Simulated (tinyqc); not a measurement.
Geometry optimisation on the RHF/sto-3g surface (energies and gradients from PySCF), for H3O+, spin multiplicity 1, step by step. One step of it, computed by the program tinyqc.

Problem. Step 3: move. Quasi-Newton step p = -H^(-1) g (the inverse Hessian comes from BFGS updates; coordinates in the order x, y, z of each atom); steps longer than 0.5 bohr are cut back (factor 0.932 here).

positions after step 2 (bohr), order 1O, 2H, 3H, 4H:
$$\begin{pmatrix}
0.038516 & 0.032087 & 0.589415 \\
1.885299 & 0.079577 & 0.162280 \\
-0.965294 & 1.641711 & 0.073443 \\
-0.871594 & -1.621095 & 0.029018
\end{pmatrix}$$

gradient (hartree/bohr), order 1O, 2H, 3H, 4H:
$$\begin{pmatrix}
0.04245753 & 0.00334502 & 0.02585698 \\
0.01373707 & -0.00060949 & -0.00012128 \\
-0.02941652 & 0.04047154 & -0.01193721 \\
-0.02677808 & -0.04320707 & -0.01379849
\end{pmatrix}$$

inverse Hessian in use (bohr^2/hartree):
```
            1          2          3          4          5          6          7          8
1    5.247928  -0.105478   2.137744   1.304183   0.155783  -0.978241   0.140374  -0.101717
2   -0.105478   6.659228   0.057654   0.045746   0.006441  -0.039575   0.033925  -0.040217
3    2.137744   0.057654   6.496967  -1.621014   0.003106   0.473508  -0.203444  -0.245320
4    1.304183   0.045746  -1.621014   4.971387  -0.079360   0.785704   0.191387  -0.568574
5    0.155783   0.006441   0.003106  -0.079360   6.665538   0.029482  -0.036887   0.022791
6   -0.978241  -0.039575   0.473508   0.785704   0.029482   6.320195   0.094574   0.059721
7    0.140374   0.033925  -0.203444   0.191387  -0.036887   0.094574   6.462051   0.377430
8   -0.101717  -0.040217  -0.245320  -0.568574   0.022791   0.059721   0.377430   5.999854
9   -0.580805  -0.009860  -0.167351   0.399121  -0.016290  -0.058683   0.064990   0.074676
10  -0.025818   0.025807  -0.313286   0.199711  -0.039536   0.097963  -0.127145   0.292861
11   0.051411   0.041216   0.184559   0.602189  -0.028103  -0.049628  -0.374469   0.684239
12  -0.578697  -0.008219  -0.136458   0.436189  -0.016299  -0.068353   0.043880   0.110923

            9         10         11         12
1   -0.580805  -0.025818   0.051411  -0.578697
2   -0.009860   0.025807   0.041216  -0.008219
3   -0.167351  -0.313286   0.184559  -0.136458
4    0.399121   0.199711   0.602189   0.436189
5   -0.016290  -0.039536  -0.028103  -0.016299
6   -0.058683   0.097963  -0.049628  -0.068353
7    0.064990  -0.127145  -0.374469   0.043880
8    0.074676   0.292861   0.684239   0.110923
9    6.784506   0.116694  -0.048526   0.108194
10   0.116694   6.619919  -0.279131   0.098629
11  -0.048526  -0.279131   5.969314  -0.086405
12   0.108194   0.098629  -0.086405   6.763283
```

Give: positions after step 3.

Solution.

positions after step 3 (bohr), order 1O, 2H, 3H, 4H:
$$\begin{pmatrix}
-0.2419 & 0.0181 & 0.3685 \\
1.8750 & 0.0737 & 0.1796 \\
-0.8225 & 1.4802 & 0.1722 \\
-0.7237 & -1.4397 & 0.1338
\end{pmatrix}$$
